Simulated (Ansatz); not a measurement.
The input, for Ansatz 0.2.0:

```yaml
crystal:
  periodic: [false, false, false]
  atoms:
    - {symbol: N, position_ang: [0.000000, 0.000000, 0.145670]}
    - {symbol: C, position_ang: [0.000000, 0.000000, -1.288330]}
    - {symbol: H, position_ang: [0.000000, 0.000000, 1.142659]}
basis:
  gaussian: {orbitals: 6-31G}
magnetization: {spin_polarized: true, initial_magnetization: 0}
hamiltonian: {xc: hf}
output: {orbitals: {seedname: orbitals}}
```

```sh
$ ansatz run in.yaml --threads 1 --pin off --events-out ev --progress --plain --max-ram 2393MiB
```

Log:

```
291 factors; integrals over basis functions are off by at most 2.4e-4 eV
mean field evaluation 1: about -2521.0899 eV, gradient 1.9e1 eV
mean field evaluation 2: about -2521.0937 eV, gradient 1.9e1 eV
mean field evaluation 4: about -2522.8860 eV, gradient 1.5e0 eV
mean field evaluation 8: about -2522.9108 eV, gradient 2.1e-4 eV
mean field evaluation 16: about -2523.1587 eV, gradient 2.0e-1 eV
mean field evaluation 32: about -2523.1596 eV, gradient 6.6e-5 eV
mean field evaluation 64: about -2491.0653 eV, gradient 4.1e1 eV
mean field -2523.15955193 eV, -92.7244032743 hartree, gradient 1.2e-5 eV, S^2 0.621851; 5 other end points of the search recorded, 0 dependent functions left out
reference -2523.15955193 eV, -92.7244032743 hartree; 7, 7 occupied and 13, 13 virtual orbitals, 291 factors
Total energy: -2523.15955193 eV, -92.7244032743 hartree
```

Ran on 1 thread of Arm Neoverse V2, shared host: 0.18 s wall, 0.06 GiB peak host memory.
